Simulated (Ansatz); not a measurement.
**Relaxing Pt3W**

The calculation used Ansatz, DFT r2SCAN, scalar-relativistic, plane waves, PAW.

The start is a database structure of Pt3W, space group I4/mmm (No. 139).

The final relaxation ran on this input, with the default PAW datasets:

```yaml
crystal:
  lattice:
    - [-1.94790367, 1.94790367, 4.01834097]
    - [1.94790367, -1.94790367, 4.01834097]
    - [1.94790367, 1.94790367, -4.01834097]
  atoms:
    - { symbol: Pt, position: [0.75, 0.25, 0.5] }
    - { symbol: Pt, position: [0.25, 0.75, 0.5] }
    - { symbol: Pt, position: [0.5, 0.5, 0.0] }
    - { symbol: W, position: [0.0, 0.0, 0.0] }
basis:
  ecutwfc: 500
kpoints:
  mp_grid: { grid: [16, 16, 16] }
hamiltonian:
  xc: r2scan
scf:
  occupations: { method: gaussian, width: 0.1 }
output:
  forces: true
  stress: true
  eigenvalues: true
relax:
  adjacent_minimum: "off"
  f_tol: 0.01
  max_steps: 80
  cell: { stress_tol: 0.05 }
```

Launched as:

```bash
ansatz run input.yaml --threads 4 --pin off --max-ram 10240MiB --backend cpu --events-out ev --progress --plain --runs-dir out
```

The run took 85 s on 4 threads of Intel(R) Xeon(R) Platinum 8375C CPU @ 2.90GHz (Ice Lake), with other jobs on the host, peak memory 1.2 GiB.

The program printed at the end:

```
SCF converged after 4 iterations
Free energy (F): -48008.667515 eV
Harris-Foulkes:  -48008.667515 eV  (|F-HF|=0.00e0)
Internal energy: -48008.654992 eV  (E = F + TS)
E sigma→0 (E₀):  -48008.661254 eV
Entropy (-TS):   -0.012523 eV (-3.131 meV/atom)
Fermi energy:    23.605416 eV
--- Per-component energies (eV) ---
  E_band       = -536.086281
  E_kinetic    = 2364.863547
  E_local      = -5090.704593  (includes V_loc(G=0)·N_el)
  E_nonlocal   = 603.480611
  E_hartree    = 1904.661743
  E_xc         = -1001.343521
  E_vxc        = -1276.001183  (∫ρ·V_xc dr)
  E_paw        = -37031.892087  (= ΣΔE_a)
  E_vpaw       = -1025.669219  (= ΣTr[D̂ρ^β])
  E_aug_tail   = 0.000432  (compensation charges beyond the density's cutoff)
  E_vtau       = 78.620232  (kinetic-family band-sum trace: ∫τ·v_τ [+ j·A + Jᵃ·Aᵃ] dr)
  E_ewald      = -9756.438693
  E_core_change = -1.282432  (= ΣΔE_core)
  E_smearing   = -0.012523  (= −TS)
  E_closure    = 0.000000  (closes the sum)
  Σ components = -48008.667515   (vs F -48008.667515, Δ=0.00e0)
--- Forces (eV/Å), atoms counted from 1 ---
  atom   1  Pt     0.00000000     0.00000000     0.00000000
  atom   2  Pt     0.00000000     0.00000000     0.00000000
  atom   3  Pt     0.00000000     0.00000000     0.00000000
  atom   4  W      0.00000000     0.00000000     0.00000000
  max |Σ_I F_I| component: 6.94e-18 eV/Å
--- Stress (GPa, compression-positive) ---
       -0.041168       0.000000       0.000000
        0.000000      -0.041168       0.000000
        0.000000       0.000000       0.030066
  P = ⅓ Tr σ = -0.0174 GPa (-0.174 kbar)
--- Relaxed structure (3 steps of the walk, 2 accepted, 1 SCFs on fresh bases) ---
  F+E_penalty+E_count = -48008.66751488 eV   max|allowed force component| = 5.204e-18 eV/Å   (the final SCF, on the basis selected at the relaxed cell)
  cell:  # Å, volume = 60.7640 Å³
    - [-1.944970, 1.944970, 4.015697]
    - [1.944970, -1.944970, 4.015697]
    - [1.944970, 1.944970, -4.015697]
  atoms:
    - { symbol: Pt, position: [0.75, 0.250000, 0.5] }
    - { symbol: Pt, position: [0.250000, 0.75, 0.5] }
    - { symbol: Pt, position: [0.5, 0.5, 0.000000] }
    - { symbol: W, position: [0.000000, 0.000000, 0.000000] }
```

Total energies depend on the potentials used, so only differences within one code and one set of settings carry meaning.

The result has space group I4/mmm (No. 139). Pt on Wyckoff site d (2 atoms of the primitive cell) is coordinated by 8 Pt at 2.75–2.80 Å and 4 W at 2.80 Å; Pt on Wyckoff site b (1 atom of the primitive cell) has 4 W at 2.75 Å and 8 Pt at 2.80 Å; W is coordinated by 12 Pt at 2.75–2.80 Å.

Against the elements it lies at -0.25 eV/atom. The zero of energy is the elements' standard structures at the same level; no fitted shifts are applied.

For metals, differences of a few meV/atom aren't resolved. Spin–orbit coupling is left out.

Symmetry constrained the relaxation, so the result can be a saddle point.